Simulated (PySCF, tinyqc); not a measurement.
Inside a calculation. Method: CCSD on RHF in the sto-3g basis, for LiH, spin multiplicity 1. The lowest restricted solution is unstable here: a spin-polarised one lies 0.0172 hartree lower (PySCF). Computed by tinyqc, a small Python program that keeps every step (integrals from PySCF). Settings: charge = 0, multiplicity = 1, basis = sto-3g, method = RHF, energy threshold = 1e-10, iteration cap = 88, orthogonalisation = canonical, start = atomic densities, DIIS depth = 6, amplitude equations = CCSD, DIIS depth for amplitudes = 6, cap on updates = 66. Command: `OMP_NUM_THREADS=1 python tinyqc.py 28561 28562 out.jsonl` (the two numbers bound the seeds that draw the settings). One thread of a shared host (Intel(R) Xeon(R) Processor @ 2.60GHz), about 0.3 s of CPU time with the checks. The early iterations of the SCF are left out here.

## One-electron integrals

Geometry (angstrom):

| atom | x | y | z |
|---|---|---|---|
| Li | 0.000000 | 0.000000 | 0.000000 |
| H | 0.000000 | 0.000000 | 2.379000 |

Basis sto-3g: exponents (1/bohr^2) and contraction coefficients of normalised primitives:

| element | l (shell) | exponent | coefficient |
|---|---|---|---|
| Li | s (1) | 16.119575 | 0.154329 |
| Li | s (1) | 2.936201 | 0.535328 |
| Li | s (1) | 0.794651 | 0.444635 |
| Li | s (2) | 0.636290 | -0.099967 |
| Li | s (2) | 0.147860 | 0.399513 |
| Li | s (2) | 0.048089 | 0.700115 |
| Li | p (3) | 0.636290 | 0.155916 |
| Li | p (3) | 0.147860 | 0.607684 |
| Li | p (3) | 0.048089 | 0.391957 |
| H | s (1) | 3.425251 | 0.154329 |
| H | s (1) | 0.623914 | 0.535328 |
| H | s (1) | 0.168855 | 0.444635 |

Overlap, kinetic and nuclear-attraction integrals over the contracted functions; the nuclear repulsion is the sum of Za Zb / Rab.

nuclear repulsion = 0.66731048 hartree

overlap S, lower triangle:
```
           1Li 1s    1Li 2s   1Li 2px   1Li 2py   1Li 2pz     2H 1s
1Li 1s   1.000000
1Li 2s   0.241137  1.000000
1Li 2px  0.000000  0.000000  1.000000
1Li 2py  0.000000  0.000000  0.000000  1.000000
1Li 2pz  0.000000  0.000000  0.000000  0.000000  1.000000
2H 1s    0.011160  0.219482  0.000000  0.000000  0.325528  1.000000
```

kinetic energy T (hartree), lower triangle:
```
            1Li 1s    1Li 2s   1Li 2px   1Li 2py   1Li 2pz     2H 1s
1Li 1s    3.576786
1Li 2s   -0.020237  0.102163
1Li 2px   0.000000  0.000000  0.319682
1Li 2py   0.000000  0.000000  0.000000  0.319682
1Li 2pz   0.000000  0.000000  0.000000  0.000000  0.319682
2H 1s    -0.005440  0.006596  0.000000  0.000000  0.034954  0.760032
```

nuclear attraction V (hartree), lower triangle:
```
            1Li 1s     1Li 2s    1Li 2px    1Li 2py    1Li 2pz      2H 1s
1Li 1s   -8.205318
1Li 2s   -1.017981  -1.423551
1Li 2px   0.000000   0.000000  -1.394668
1Li 2py   0.000000   0.000000   0.000000  -1.394668
1Li 2pz  -0.007285  -0.078725   0.000000   0.000000  -1.452181
2H 1s    -0.044047  -0.327691   0.000000   0.000000  -0.490786  -1.893895
```

core Hamiltonian H = T + V (hartree), lower triangle:
```
            1Li 1s     1Li 2s    1Li 2px    1Li 2py    1Li 2pz      2H 1s
1Li 1s   -4.628532
1Li 2s   -1.038218  -1.321388
1Li 2px   0.000000   0.000000  -1.074987
1Li 2py   0.000000   0.000000   0.000000  -1.074987
1Li 2pz  -0.007285  -0.078725   0.000000   0.000000  -1.132499
2H 1s    -0.049487  -0.321095   0.000000   0.000000  -0.455832  -1.133863
```

## Two-electron integrals

Functions are numbered as in S; the eight-fold symmetry (ij|kl) = (ji|kl) = (kl|ij) leaves the list below.

Two-electron integrals (ij|kl) in chemists' order, unique and non-zero (hartree):
```
(11|11) 1.680395   (21|11) 0.265420   (21|21) 0.049941   (22|11) 0.397727
(22|21) 0.092860   (22|22) 0.290562   (31|31) 0.008981   (32|31) 0.013788
(32|32) 0.064184   (33|11) 0.396640   (33|21) 0.092880   (33|22) 0.290497
(33|33) 0.312946   (41|41) 0.008981   (42|41) 0.013788   (42|42) 0.064184
(43|43) 0.016869   (44|11) 0.396640   (44|21) 0.092880   (44|22) 0.290497
(44|33) 0.279207   (44|44) 0.312946   (51|51) 0.008981   (52|51) 0.013788
(52|52) 0.064184   (53|53) 0.016869   (54|54) 0.016869   (55|11) 0.396640
(55|21) 0.092880   (55|22) 0.290497   (55|33) 0.279207   (55|44) 0.279207
(55|55) 0.312946   (61|11) 0.011460   (61|21) 0.002195   (61|22) 0.004248
(61|33) 0.004191   (61|44) 0.004191   (61|51) 0.000309   (61|52) 0.000608
(61|55) 0.004365   (61|61) 0.000109   (62|11) 0.061501   (62|21) 0.014698
(62|22) 0.053639   (62|33) 0.050435   (62|44) 0.050435   (62|51) 0.002191
(62|52) 0.017055   (62|55) 0.059997   (62|61) 0.000803   (62|62) 0.021568
(63|31) 0.000742   (63|32) 0.004348   (63|53) 0.002124   (63|63) 0.000987
(64|41) 0.000742   (64|42) 0.004348   (64|54) 0.002124   (64|64) 0.000987
(65|11) 0.087332   (65|21) 0.020964   (65|22) 0.078106   (65|33) 0.072797
(65|44) 0.072797   (65|51) 0.003364   (65|52) 0.026442   (65|55) 0.088651
(65|61) 0.001164   (65|62) 0.033322   (65|65) 0.051690   (66|11) 0.222418
(66|21) 0.053622   (66|22) 0.214168   (66|33) 0.197186   (66|44) 0.197186
(66|51) 0.007263   (66|52) 0.074588   (66|55) 0.247939   (66|61) 0.002921
(66|62) 0.115860   (66|65) 0.182805   (66|66) 0.774606
```

## Orthogonalisation

S = U s U^T; canonical form X = U s^(-1/2), so that X^T S X = 1. Each column of U has its largest component positive (the first on a tie).

eigenvalues of S: 0.582612  0.809591  1.000000  1.000000  1.182147  1.425650

X:
```
                 1          2          3         4          5         6
1Li 1s    0.354041   0.729526   0.000000  0.000000   0.585391  0.252648
1Li 2s   -0.652218  -0.561507   0.000000  0.000000   0.454496  0.421026
1Li 2px   0.000000   0.000000   0.969091  0.246704   0.000000  0.000000
1Li 2py   0.000000   0.000000  -0.246704  0.969091   0.000000  0.000000
1Li 2pz  -0.663984   0.537460   0.000000  0.000000  -0.475323  0.412170
2H 1s     0.851352  -0.314373   0.000000  0.000000  -0.265964  0.538940
```

Within a degenerate level the vectors are fixed only up to a rotation; this is one choice.

## Iteration 9 (converged): orbitals

converged F (hartree), lower triangle:
```
            1Li 1s     1Li 2s   1Li 2px   1Li 2py    1Li 2pz      2H 1s
1Li 1s   -2.370741
1Li 2s   -0.643927  -0.205444
1Li 2px   0.000000   0.000000  0.157911
1Li 2py   0.000000   0.000000  0.000000  0.157911
1Li 2pz   0.013405  -0.050850  0.000000  0.000000   0.074154
2H 1s    -0.030841  -0.175296  0.000000  0.000000  -0.174813  -0.065466
```

Diagonalise F' = X^T F X, C = X C', fill 2 alpha and 2 beta electrons from the bottom; D = 2 C_occ C_occ^T. Each column has its largest component positive (the first on a tie).

F' = X^T F X (hartree), lower triangle:
```
           1          2         3         4          5          6
1   0.221443
2  -0.351524  -0.731465
3   0.000000   0.000000  0.157911
4   0.000000   0.000000  0.000000  0.157911
5  -0.328693  -1.003306  0.000000  0.000000  -1.163077
6  -0.180778  -0.422601  0.000000  0.000000  -0.592476  -0.511624
```

orbital energies (hartree): MO1 -2.373175, MO2 -0.218546, MO3 0.067292, MO4 0.157911, MO5 0.157911, MO6 0.339706

coefficients C:
```
               MO1        MO2        MO3       MO4        MO5        MO6
1Li 1s    0.991553  -0.148629  -0.216732  0.000000   0.000000   0.108746
1Li 2s    0.032995   0.518534   0.800303  0.000000   0.000000  -0.462663
1Li 2px   0.000000   0.000000   0.000000  0.724685  -0.689080   0.000000
1Li 2py   0.000000   0.000000   0.000000  0.689080   0.724685   0.000000
1Li 2pz  -0.004266   0.315584  -0.575307  0.000000   0.000000  -0.833645
2H 1s    -0.001964   0.617453  -0.241711  0.000000   0.000000   0.863219
```

D after iteration 9, lower triangle:
```
            1Li 1s    1Li 2s   1Li 2px   1Li 2py   1Li 2pz     2H 1s
1Li 1s    2.010536
1Li 2s   -0.088706  0.539933
1Li 2px   0.000000  0.000000  0.000000
1Li 2py   0.000000  0.000000  0.000000  0.000000
1Li 2pz  -0.102269  0.327001  0.000000  0.000000  0.199223
2H 1s    -0.187439  0.640212  0.000000  0.000000  0.389733  0.762504
```

Within a degenerate level the vectors are fixed only up to a rotation; this is one choice.

## Convergence

Stop when the energy changes by less than 1e-10 hartree and every element of the error matrix X^T (F D S - S D F) X is below 3e-06.

Course of the cycle:

| iteration | E (hartree) | change | largest element of the error matrix |
|---|---|---|---|
| 1 | -7.61896734 | - | 6.01e-02 |
| 2 | -7.77244450 | -1.53e-01 | 9.86e-02 |
| 3 | -7.78158791 | -9.14e-03 | 5.01e-02 |
| 4 | -7.78571467 | -4.13e-03 | 5.86e-03 |
| 5 | -7.78599385 | -2.79e-04 | 1.11e-03 |
| 6 | -7.78600195 | -8.11e-06 | 1.80e-04 |
| 7 | -7.78600202 | -6.94e-08 | 1.31e-05 |
| 8 | -7.78600202 | -6.28e-10 | 1.83e-07 |
| 9 | -7.78600202 | -2.18e-13 | 2.18e-09 |

PySCF RHF in the same basis = -7.78600202 hartree

Converged in 9 iterations.

## Integrals over molecular orbitals

(pq|rs) = sum C_ip C_jq C_kr C_ls (ij|kl), one index at a time.

one-electron integrals over orbitals h = C^T H C (hartree), lower triangle:
```
           1          2          3          4          5          6
1  -4.619755
2   0.095729  -1.241837
3   0.159851   0.004149  -1.081718
4   0.000000   0.000000   0.000000  -1.074987
5   0.000000   0.000000   0.000000   0.000000  -1.074987
6  -0.051270   0.061339   0.015387   0.000000   0.000000  -1.021228
```

Two-electron integrals over orbitals (pq|rs), unique and non-zero (hartree):
```
(11|11) 1.659478    (21|11) -0.097628   (21|21) 0.009840    (22|11) 0.298471
(22|21) 0.001900    (22|22) 0.436188    (31|11) -0.142510   (31|21) 0.010808
(31|22) -0.009920   (31|31) 0.022011    (32|11) 0.036321    (32|21) -0.002500
(32|22) -0.065983   (32|31) -0.000429   (32|32) 0.028000    (33|11) 0.387253
(33|21) -0.008288   (33|22) 0.212257    (33|31) 0.000486    (33|32) 0.017110
(33|33) 0.321846    (41|41) 0.009799    (42|41) 0.007304    (42|42) 0.020863
(43|41) 0.010435    (43|42) 0.021140    (43|43) 0.041375    (44|11) 0.396345
(44|21) -0.003493   (44|22) 0.235435    (44|31) -0.005075   (44|32) 0.018500
(44|33) 0.277574    (44|44) 0.312946    (51|51) 0.009799    (52|51) 0.007304
(52|52) 0.020863    (53|51) 0.010435    (53|52) 0.021140    (53|53) 0.041375
(54|54) 0.016869    (55|11) 0.396345    (55|21) -0.003493   (55|22) 0.235435
(55|31) -0.005075   (55|32) 0.018500    (55|33) 0.277574    (55|44) 0.279207
(55|55) 0.312946    (61|11) 0.066182    (61|21) -0.008704   (61|22) -0.006978
(61|31) -0.004279   (61|32) 0.002919    (61|33) 0.011528    (61|44) 0.001636
(61|55) 0.001636    (61|61) 0.010478    (62|11) -0.086855   (62|21) 0.000956
(62|22) 0.103668    (62|31) 0.004719    (62|32) -0.051262   (62|33) -0.016647
(62|44) -0.042563   (62|55) -0.042563   (62|61) 0.001600    (62|62) 0.132195
(63|11) 0.027886    (63|21) -0.002123   (63|22) -0.063350   (63|31) 0.003888
(63|32) 0.023493    (63|33) 0.037192    (63|44) 0.011357    (63|55) 0.011357
(63|61) 0.004749    (63|62) -0.043788   (63|63) 0.036213    (64|41) -0.005471
(64|42) -0.017585   (64|43) -0.010805   (64|64) 0.018526    (65|51) -0.005471
(65|52) -0.017585   (65|53) -0.010805   (65|65) 0.018526    (66|11) 0.346671
(66|21) 0.000325    (66|22) 0.405133    (66|31) -0.010127   (66|32) -0.051077
(66|33) 0.239648    (66|44) 0.254228    (66|55) 0.254228    (66|61) -0.005313
(66|62) 0.082597    (66|63) -0.047351   (66|66) 0.397570
```

## CCSD: starting amplitudes

t_ij^ab = <ij||ab> / (e_i + e_j - e_a - e_b), whose energy is MP2.

Starting amplitudes (spin orbitals 1a, 1b, ...; amplitudes related by a flip of all spins are not repeated):

| from | to | t |
|---|---|---|
| 2a 2b | 6a 6b | -0.118401 |
| 2a 2b | 3a 6b | 0.060730 |
| 2a 2b | 3a 3b | -0.048979 |
| 2a 2b | 5a 5b | -0.027710 |
| 2a 2b | 4a 4b | -0.027710 |
| 1a 1b | 3a 3b | -0.004510 |
| 1a 2b | 5a 5b | -0.002512 |
| 1a 2b | 4a 4b | -0.002512 |
| 1a 1b | 5a 5b | -0.001936 |
| 1a 1b | 4a 4b | -0.001936 |
| 1a 1b | 6a 6b | -0.001931 |
| 1a 2b | 3a 6b | -0.001574 |
| 1a 2b | 3b 6a | 0.000973 |
| 1a 1b | 3a 6b | 0.000830 |
| 1a 2a | 3a 6a | -0.000600 |
| 1a 2b | 6a 6b | -0.000489 |
| 1a 2b | 3a 3b | 0.000157 |

correlation energy = -0.02466821 hartree

## CCSD: amplitude update 1

t_i^a D_i^a and t_ij^ab D_ij^ab are set to the remaining terms of the spin-orbital equations, evaluated with the old amplitudes; for the doubles these are <ij||ab> + 1/2 <ab||ef> t_ij^ef + 1/2 <mn||ij> t_mn^ab + P(ij)P(ab) <mb||ej> t_im^ae + terms in t^2 + terms with t1, D the orbital-energy denominators.

Amplitudes after update 1 (spin orbitals 1a, 1b, ...; amplitudes related by a flip of all spins are not repeated):

| from | to | t |
|---|---|---|
| 2a 2b | 6a 6b | -0.171697 |
| 2a 2b | 3a 6b | 0.094827 |
| 2a 2b | 3a 3b | -0.062209 |
| 2a 2b | 4a 4b | -0.024266 |
| 2a 2b | 5a 5b | -0.024266 |
| 2a | 3a | 0.020805 |
| 1a 1b | 3a 3b | -0.003898 |
| 1a 2b | 5a 5b | -0.002914 |
| 1a 2b | 4a 4b | -0.002914 |
| 1a 1b | 5a 5b | -0.001758 |
| 1a 1b | 4a 4b | -0.001758 |
| 1a 2b | 3a 6b | -0.001734 |
| 1a 1b | 6a 6b | -0.001405 |
| 1a 2b | 3b 6a | 0.001268 |
| 2a | 6a | -0.001011 |
| 1a 2b | 6a 6b | -0.000663 |
| 1a 1b | 3a 6b | 0.000514 |
| 1a | 3a | 0.000480 |
| 1a 2a | 3a 6a | -0.000466 |
| 1a 2b | 3a 3b | 0.000284 |
| 1a | 6a | -0.000249 |

correlation energy = -0.03541178 hartree

## CCSD: convergence

E_corr = 1/4 sum <ij||ab> t_ij^ab + 1/2 sum <ij||ab> t_i^a t_j^b; stop when the norm of the change is below 1e-8.

Course of the amplitude iterations:

| update | correlation energy (hartree) | norm of the change |
|---|---|---|
| 0 | -0.02466821 | - |
| 1 | -0.03541178 | 1.49e-01 |
| 2 | -0.04052828 | 7.89e-02 |
| 3 | -0.04542932 | 4.59e-02 |
| 4 | -0.04579324 | 2.03e-02 |
| 5 | -0.04601724 | 7.32e-03 |
| 6 | -0.04614723 | 1.75e-03 |
| 7 | -0.04611090 | 3.46e-04 |
| 8 | -0.04611112 | 2.79e-05 |
| 9 | -0.04611120 | 3.88e-06 |
| 10 | -0.04611120 | 6.92e-08 |
| 11 | -0.04611120 | 1.20e-08 |
| 12 | -0.04611120 | 1.20e-09 |

Converged amplitudes (spin orbitals 1a, 1b, ...; amplitudes related by a flip of all spins are not repeated):

| from | to | t |
|---|---|---|
| 2a 2b | 6a 6b | -0.197373 |
| 2a 2b | 3a 6b | 0.150696 |
| 2a 2b | 3a 3b | -0.131543 |
| 2a | 3a | 0.100342 |
| 2a 2b | 5a 5b | -0.018854 |
| 2a 2b | 4a 4b | -0.018854 |
| 2a | 6a | 0.013719 |
| 1a 2b | 5a 5b | -0.003468 |
| 1a 2b | 4a 4b | -0.003468 |
| 1a 1b | 3a 3b | -0.003428 |
| 1a 2b | 3b 6a | 0.002417 |
| 1a 2b | 3a 6b | -0.002042 |
| 1a 1b | 5a 5b | -0.001831 |
| 1a 1b | 4a 4b | -0.001831 |
| 1a 1b | 6a 6b | -0.001440 |
| 1a 2b | 6a 6b | -0.001007 |
| 1a | 6a | -0.000755 |
| 1a 2a | 3a 6a | 0.000375 |
| 1a 1b | 3a 6b | 0.000255 |
| 1a | 3a | 0.000163 |
| 1a 2b | 3a 3b | 0.000088 |

CCSD total energy = -7.83211322 hartree

T1 diagnostic, norm of the one-spin t1 over sqrt(correlated electrons) = 0.050639

Converged in 12 updates, with DIIS from the third.
